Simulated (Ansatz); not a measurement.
## Cd, hcp: geometry optimisation

Theory: Ansatz 0.2.0, DFT, PBEsol, plane waves (420 eV) with PAW, scalar-relativistic. (PAW data from PBE, frozen cores regenerated.)

k-point mesh 12×12×6, Fermi-Dirac smearing 0.1 eV, no spin polarisation. Cell and atoms relax.

Starting structure:

```
Cd
1.0
     2.97887    0.00000    0.00000
    -1.48944    2.57978    0.00000
     0.00000    0.00000    5.61765
Cd
2
Cartesian
  0.0000 1.7199 1.4044
  1.4894 0.8599 4.2132
```

Problem. What cell does the relaxation end in?

Solution. P6_3/mmc with a = 2.927 Å, c = 5.727 Å (c/a = 1.956); 21.25 Å³ per atom against 21.59 at the start (-1.6 %).

Problem. How much energy does the relaxation gain?

Solution. 6.3 meV per atom.
